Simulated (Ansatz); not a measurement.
ethylene (SMILES C=C) moved off its minimum; all values from Ansatz (an electronic-structure program), cores frozen in correlated methods.
(charge 0, multiplicity 1)
```xyz
6

C     -0.6283    -0.0194    -0.1699
C      0.7420    -0.0630     0.0292
H     -1.2391     0.8402     0.0940
H     -1.0803    -0.9674    -0.2963
H      1.3296    -0.8061    -0.1943
H      1.1635     1.0327     0.2069
```

```csv
level,largest force (eV/Å),on atom,rms difference from CCSD(T)/aug-cc-pVTZ (eV/Å),dipole (D)
HF/def2-TZVPP,10.58,C2,0.551,0.10
PBE/def2-TZVPP,9.49,C2,0.191,0.08
r2SCAN/def2-TZVPP,9.72,C2,0.231,0.09
B3LYP/def2-TZVPP,9.68,C2,0.236,0.08
wB97M-V/def2-TZVPP,9.84,C2,0.306,0.09
MP2/aug-cc-pVTZ,9.53,C2,0.081,0.07
CCSD(T)/aug-cc-pVTZ,9.35,C2,0.000,0.08
```

The differences count from one level among others, with limits of its own. Forces at CCSD(T)/aug-cc-pVTZ (eV/Å):

```
atom      Fx      Fy      Fz
----  ------  ------  ------
C1     2.619  -0.510   1.303
C2    -4.732   8.040   0.588
H3     0.208  -0.067  -0.285
H4    -0.952  -0.712  -0.500
H5     3.095  -4.105  -0.944
H6    -0.238  -2.646  -0.162
```

Doubts at one or more of the structures used: a restricted determinant that unrestricted orbitals would lower (MP2/aug-cc-pVTZ, CCSD(T)/aug-cc-pVTZ).
